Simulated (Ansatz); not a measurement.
## Worked example: correlation energy of [H···H···GeH$_{3}$], doublet

Geometry: a point of a hydrogen-transfer path between rigid fragments, not a stationary point.

```xyz
6

H    -2.8392    0.0000    0.0000
H    -2.0072    0.0000    0.0000
Ge    0.0458    0.0000    0.0000
H     0.5145   -1.4659    0.0000
H     0.5145    0.7330   -1.2695
H     0.5145    0.7330    1.2695
```

Basis cc-pVDZ; Ansatz 0.2.0. Correlated methods freeze the noble-gas cores and the filled d shells of p-block atoms, which leaves 9 electrons in 38 orbitals. R marks a restricted (for open shells ROHF) determinant, U an unrestricted one. No spin–orbit coupling is included, and no scalar relativity.

Full CI isn't at hand for all of this; UCCSDT(Q) serves as the reference, and is uncertain by about the last step of the cluster series.

Runs differ by some tens of microhartree through their thresholds and, for an open shell, their frozen cores, so steps under 0.03 kcal/mol mean nothing.

| level | total energy (hartree) |
| --- | --- |
| UHF | -2078.139477 |
| UMP2 | -2078.261896 |
| UCCSD | -2078.296365 |
| UCCSD(T) | -2078.298964 |
| UCCSDT | -2078.299642 |
| UCCSDT(Q) | -2078.299709 |

Problem. What is the correlation energy at UCCSDT(Q), and what share of it do UMP2 and UCCSD(T) recover?

Solution. E(corr) = -2078.299709 − (-2078.139477) = -0.160232 hartree = -4.360 eV. UMP2: -0.122419 / -0.160232 = 76.40 %. UCCSD(T): -0.159487 / -0.160232 = 99.54 %.

Problem. By how many kcal/mol does UCCSD(T) miss UCCSDT(Q) (1 hartree = 627.509 kcal/mol), and which steps make up the rest?

Solution. -2078.298964 − (-2078.299709) = 0.000745 hartree = 0.47 kcal/mol. Steps: UCCSDT − UCCSD(T) = -0.43, UCCSDT(Q) − UCCSDT = -0.04 kcal/mol. That is within 1 kcal/mol of the reference in this basis, which itself misses far more of the correlation at the basis-set limit.
